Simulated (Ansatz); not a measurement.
`C1=CN1` and `C=CN1C=C1` differ in one atom or group.

Ansatz, PBE0-D4/def2-TZVP geometries, multiplicity 1. Each molecule was computed in one conformer, which needn't be the lowest.

```tsv
property	`C1=CN1`
HOMO energy (PBE0/def2-TZVPP) / eV	-6.08
LUMO energy (ωB97M-V/def2-TZVPP) / eV	1.97
size of the dipole moment (PBE/def2-TZVPP) / D	1.87
HOMO energy (ωB97M-V/def2-TZVPP) / eV	-8.42
zero-point energy (PBE0-D4/def2-TZVP) / kJ/mol	115.6
size of the dipole moment (ωB97M-V/def2-TZVPP) / D	1.97
```

Q: What does the change do to each property? (An estimate is asked.)

A: The calculation gave: 
```
                                          property  `C=CN1C=C1`  shift
                HOMO energy (PBE0/def2-TZVPP) / eV        -6.07   0.01
             LUMO energy (ωB97M-V/def2-TZVPP) / eV         1.69  -0.28
    size of the dipole moment (PBE/def2-TZVPP) / D         1.63  -0.24
             HOMO energy (ωB97M-V/def2-TZVPP) / eV        -8.33   0.09
    zero-point energy (PBE0-D4/def2-TZVP) / kJ/mol        200.5   84.9
size of the dipole moment (ωB97M-V/def2-TZVPP) / D         1.71  -0.26
```

The zero-point energy changes by 84.9 kJ/mol with +12 modes. Dipoles are sizes alone; their direction can turn.
